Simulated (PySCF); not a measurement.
Molecule: `CP(C)(C)=N`, C₃H₁₀NP.

Bonds (- single, = double, # triple, : aromatic): C1-P2 1.810 Å, P2-C3 1.835 Å, P2-C4 1.835 Å, P2=N5 1.571 Å. C1 carries H6, H7, H8; C3 carries H9, H10, H11; C4 carries H12, H13, H14; N5 carries H15.

Geometry PBE0-D3(BJ)/def2-SVP throughout; GIAO in PySCF 2.14.0 with density-fitted response routines, gas phase, one conformer, non-relativistic; equivalent atoms averaged; basis pcSseg-1.

For orientation, CAM-B3LYP gives these absolute shieldings σ: C1/C3/C4 160.3, P2 320.9, N5 217.3, H6/H7/H8/H9/H10/H11/H12/H13/H14 30.21, H15 31.70 ppm.

A run gave: C1/C3/C4 151.4, P2 305.7, N5 206.1, H6/H7/H8/H9/H10/H11/H12/H13/H14 30.44, H15 31.95 ppm (absolute shieldings σ).

Q: Which functional was used in that run?
A. B97-2
B. BHandHLYP
C. wB97X-D
D. WP04

A: D. C1/C3/C4 tells them apart best: WP04 gives 151.4, wB97X-D gives 162.5, BHandHLYP gives 163.0, B97-2 gives 162.5 ppm.
